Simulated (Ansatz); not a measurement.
## Ansatz (development build ahead of 0.2.0) run

```yaml
crystal:
  periodic: [false, false, false]
  atoms:
    - { symbol: C, position_ang: [0.06438, 0.03459, -0.28629] }
    - { symbol: H, position_ang: [-0.05393, 1.34487, 0.80546] }
    - { symbol: H, position_ang: [0.06682, -1.26962, 0.78338] }
basis:
  gaussian: { orbitals: "6-31G" }
hamiltonian:
  xc: hf
```

The input is written out in the form of the current development build from the run's settings.

Results

```yaml
Converged: yes
Total_energy: -38.69264 hartree
Spin_squared_of_the_determinant: 0.000
```

Caution: stretched shape with no unrestricted run beside it, a lower state can exist; another spin multiplicity may lie lower.
